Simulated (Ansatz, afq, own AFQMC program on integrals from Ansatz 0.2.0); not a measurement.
Two steps: Ansatz 0.2.0 writes the Fock matrix and Cholesky factors of the valence space, and afq projects on them the lowest state that overlaps trial and start.

```yaml
crystal:
  periodic: [false, false, false]
  atoms:
    - {symbol: O, position_ang: [0.000000, -0.099022, 0.000000]}
    - {symbol: H, position_ang: [0.000000, 0.785909, -1.154510]}
    - {symbol: H, position_ang: [0.000000, 0.785909, 1.154510]}
basis:
  gaussian: {orbitals: 6-31G}
magnetization: {spin_polarized: true, initial_magnetization: 0}
correlation: {method: ccsd_t, electrons: outside_noble_gas, hamiltonian_folder: ham}
```

```sh
$ ansatz run in.yaml --threads 1 --pin off --events-out ev --progress --plain --max-ram 15360MiB --backend cuda --devices 0, --max-vram 18GiB
```

afq runs on the folder ham with

```
--method phaseless --trial cisd --walkers 4000 --populations 20 --least-time 60 --time-step 0.005 --steps-per-block 50 --equilibration-blocks 40 --max-blocks 4000 --target-error 0.00034 --factor-cut 1e-05 --start spin_pure --seed 1325 --release-times 0.24,0.51,0.99,1.62,2.4 --release-step 0.03 --release-every 3 --taylor-order 6
```

Times are imaginary, in 1/Eh. The walk had a cap of 122 s. With eight or more populations the least sampling time is a fifth of least-time, and the error comes from their spread.

```
orbitals 12  electrons 4 4  factors 65 of 140
reference energy -75.79804067 Eh
CCSD correlation -0.18348701 Eh in 13 cycles, weight of the determinant in the CISD state 0.6651
energy of the start -75.949511 Eh
 block  time / (1/Eh)  mean weight  energy / Eh
     1     0.250  1.0001  -75.962510
     2     0.500  1.0002  -75.970436
     3     0.750  1.0001  -75.975366
     4     1.000  1.0002  -75.977704
     5     1.250  0.9999  -75.979291
     8     2.000  0.9999  -75.984644
    11     2.750  0.9999  -75.985287
    17     4.250  0.9997  -75.983049
    23     5.750  0.9999  -75.986118
    29     7.250  0.9998  -75.982771
    35     8.750  1.0001  -75.983305
    41    10.250  0.9999  -75.984790
    47    11.750  1.0001  -75.985551
    53    13.250  1.0000  -75.984055
    59    14.750  1.0001  -75.986054
    63    15.750  0.9997  -75.982537
    65    16.250  0.9998  -75.985400
    71    17.750  1.0000  -75.985163
    77    19.250  1.0000  -75.987425
    83    20.750  1.0000  -75.986286
    89    22.250  0.9998  -75.984107
error from the spread of 20 populations
released: time / (1/Eh)  energy / Eh  error  mean overlap
  0.24  -75.984986  0.000270  1.0007
  0.51  -75.985342  0.000219  0.9977
  0.99  -75.985480  0.000203  0.9987
  1.62  -75.985328  0.000280  1.0019
  2.40  -75.985368  0.000220  1.0053
energy -75.985004 +/- 0.000184 Eh
(rows thinned)
```

**Question.** Estimate how long the walk took on 1 × NVIDIA H100 80GB HBM3 with 2 threads of AMD EPYC 7R13 Processor (Zen 3), on a shared host (the card was shared).

**Answer.** 22 s of wall time.

The run passed its tests (sampling time, drift between the halves within three errors, error under three times the target), which doesn't prove that it has relaxed.

Against this walk (error 5.0 meV) on the same determinant: CCSD(T) 12.4 meV higher, CCSDT(Q) 21.4 meV lower, CCSDTQ 16.5 meV lower, full CI 18.7 meV lower. The error is statistical and leaves out the bias of the constraint. The determinant has ⟨S²⟩ = 0.64, so the low cluster orders mix in higher spin, while the walk starts as a pure singlet. Released to 2.40 1/Eh the energy moves by -10 ± 8 meV (both errors), within twice the noise. Full CI is exact here, so the walk's 19 meV above it is the walk's own error: the bias of the constraint with this trial. The determinant is a poor start (see the cautions), so the low cluster orders aren't to be relied on, and full CI is the sure value.

Cautions: constraint bias not in the error; an unrestricted solution with more broken spin lies lower (439 meV, ⟨S²⟩ 0.92); strong correlation (T1 0.124, weight of the determinant 0.67, largest double 0.12); unrestricted determinant spin contaminated (⟨S²⟩ 0.64 against 0.00).

CCSDT and higher add their correlation energy to the determinant of the CCSD(T) run, since their own runs factorise the integrals more tightly (a shift of under 2 meV).
